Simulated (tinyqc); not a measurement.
Worked calculation: RKS/PBE0 in the sto-3g basis, for HF, spin multiplicity 1. One step of it, computed by the program tinyqc.

Task: Iteration 1: building the Kohn-Sham matrix. J_ij = sum D_kl (ij|kl), K_ij = sum D_kl (ik|jl); F = H + J - 0.125 K + V_xc; E = tr D H + tr D J / 2 - 0.0625 tr D K + E_xc + E_nn.

D at the start, lower triangle:
```
            1F 1s      1F 2s    1F 2px    1F 2py     1F 2pz     2H 1s
1F 1s    2.127791
1F 2s   -0.554007   2.399702
1F 2px   0.000000   0.000000  2.000000
1F 2py   0.000000   0.000000  0.000000  2.000000
1F 2pz  -0.040455   0.243844  0.000000  0.000000   2.205756
2H 1s    0.084452  -0.366474  0.000000  0.000000  -0.370298  0.106831
```

core Hamiltonian H = T + V (hartree), lower triangle:
```
             1F 1s       1F 2s     1F 2px     1F 2py     1F 2pz      2H 1s
1F 1s   -40.599571
1F 2s    -9.526408  -11.073419
1F 2px    0.000000    0.000000  -8.731902
1F 2py    0.000000    0.000000   0.000000  -8.731902
1F 2pz   -0.014927   -0.178665   0.000000   0.000000  -8.847789
2H 1s    -1.977054   -4.065919   0.000000   0.000000  -2.633601  -5.420999
```

Two-electron integrals (ij|kl) in chemists' order, unique and non-zero (hartree):
```
(11|11) 5.403501   (21|11) 0.841920   (21|21) 0.156299   (22|11) 1.268028
(22|21) 0.292344   (22|22) 0.926167   (31|31) 0.027998   (32|31) 0.043169
(32|32) 0.204588   (33|11) 1.264502   (33|21) 0.292403   (33|22) 0.925959
(33|33) 0.997514   (41|41) 0.027998   (42|41) 0.043169   (42|42) 0.204588
(43|43) 0.053770   (44|11) 1.264502   (44|21) 0.292403   (44|22) 0.925959
(44|33) 0.889973   (44|44) 0.997514   (51|51) 0.027998   (52|51) 0.043169
(52|52) 0.204588   (53|53) 0.053770   (54|54) 0.053770   (55|11) 1.264502
(55|21) 0.292403   (55|22) 0.925959   (55|33) 0.889973   (55|44) 0.889973
(55|55) 0.997514   (61|11) 0.176322   (61|21) 0.032433   (61|22) 0.060197
(61|33) 0.060108   (61|44) 0.060108   (61|51) 0.001321   (61|52) 0.002465
(61|55) 0.060382   (61|61) 0.006799   (62|11) 0.420666   (62|21) 0.098176
(62|22) 0.344050   (62|33) 0.339203   (62|44) 0.339203   (62|51) 0.006639
(62|52) 0.050583   (62|55) 0.353417   (62|61) 0.020629   (62|62) 0.153728
(63|31) 0.010586   (63|32) 0.061553   (63|53) 0.010797   (63|63) 0.023476
(64|41) 0.010586   (64|42) 0.061553   (64|54) 0.010797   (64|64) 0.023476
(65|11) 0.274836   (65|21) 0.065003   (65|22) 0.243981   (65|33) 0.233347
(65|44) 0.233347   (65|51) 0.014458   (65|52) 0.095914   (65|55) 0.264976
(65|61) 0.014268   (65|62) 0.133588   (65|65) 0.138762   (66|11) 0.549792
(66|21) 0.130423   (66|22) 0.524955   (66|33) 0.506486   (66|44) 0.506486
(66|51) 0.011790   (66|52) 0.124099   (66|55) 0.561271   (66|61) 0.027618
(66|62) 0.291838   (66|65) 0.294556   (66|66) 0.774606
```

nuclear repulsion = 5.17111281 hartree

V_xc (hartree), lower triangle:
```
            1F 1s      1F 2s     1F 2px     1F 2py     1F 2pz      2H 1s
1F 1s   -2.543317
1F 2s   -0.361082  -0.723450
1F 2px   0.000000   0.000000  -0.715196
1F 2py   0.000000   0.000000   0.000000  -0.715196
1F 2pz  -0.001662   0.001160   0.000000   0.000000  -0.711824
2H 1s   -0.076649  -0.233991   0.000000   0.000000  -0.145610  -0.232357
```

E_xc = sum of w rho eps_xc = -8.47487920 hartree

Give: Coulomb J; exchange K; Kohn-Sham matrix F; total energy of this density.

Result:

Coulomb J (hartree), lower triangle:
```
          1F 1s   1F 2s  1F 2px  1F 2py  1F 2pz   2H 1s
1F 1s   21.0314
1F 2s    4.0337  9.9764
1F 2px   0.0000  0.0000  9.9695
1F 2py   0.0000  0.0000  0.0000  9.9695
1F 2pz   0.0047  0.0018  0.0000  0.0000  9.9637
2H 1s    0.8368  3.5955  0.0000  0.0000  2.4949  5.2640
```

exchange K (hartree), lower triangle:
```
          1F 1s   1F 2s  1F 2px  1F 2py  1F 2pz   2H 1s
1F 1s   11.1192
1F 2s    1.9508  3.2442
1F 2px   0.0000  0.0000  2.6750
1F 2py   0.0000  0.0000  0.0000  2.6750
1F 2pz   0.0019  0.0081  0.0000  0.0000  2.6688
2H 1s    0.4252  1.0336  0.0000  0.0000  0.5334  0.4799
```

Kohn-Sham matrix F (hartree), lower triangle:
```
           1F 1s    1F 2s  1F 2px  1F 2py   1F 2pz    2H 1s
1F 1s   -23.5014
1F 2s    -6.0977  -2.2260
1F 2px    0.0000   0.0000  0.1880
1F 2py    0.0000   0.0000  0.0000  0.1880
1F 2pz   -0.0121  -0.1767  0.0000  0.0000   0.0705
2H 1s    -1.2700  -0.8336  0.0000  0.0000  -0.3510  -0.4494
```

total energy of this density = -97.874564 hartree
